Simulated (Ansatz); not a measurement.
in.yaml

```yaml
crystal:
  periodic: [false, false, false]
  atoms:
    - {symbol: Al, position_ang: [0.000000, 0.000000, 0.451434]}
    - {symbol: Ga, position_ang: [0.000000, 0.000000, -3.715487]}
    - {symbol: H, position_ang: [0.000000, 0.000000, 3.264052]}
basis:
  gaussian: {orbitals: 6-31G}
magnetization: {spin_polarized: false, initial_magnetization: 3}
correlation: {method: full_ci, electrons: outside_noble_gas}
scf: {lower_state_search: off}
output: {forces: true}
```

```sh
$ ansatz run in.yaml --threads 1 --pin off --events-out ev --progress --plain --max-ram 2393MiB
```

**Question.** How does this run end?

**Answer.** Refused. The input was made wrong on purpose (a method name that the input doesn't accept), so the run isn't a sound calculation of what was asked.
```
Error: YAML parse error: error: line 10 column 23: unknown variant `full_ci`, expected one of mp2, rpa, ccsd, ccsd_t, bccd, bccd_t, ccsdt, ccsdt_q, ccsdt_q_b, ccsdtq, fci, sc_nevpt2, fic_nevpt4_sd, fic_mrcisd_q, fic_mrcisd_q_relaxed
  --> <input>:10:23
   |
 8 |   gaussian: {orbitals: 6-31G}
 9 | magnetization: {spin_polarized: false, initial_magnetization: 3}
10 | correlation: {method: full_ci, electrons: outside_noble_gas}
   |                       ^ unknown variant `full_ci`, expected one of mp2, rpa, ccsd, ccsd_t, bccd, bccd_t, ccsdt, ccsdt_q, ccsdt_q_b, ccsdtq, fci, sc_nevpt2, fic_nevpt4_sd, fic_mrcisd_q, fic_mrcisd_q_relaxed
11 | scf: {lower_state_search: off}
12 | output: {forces: true}
   |
```
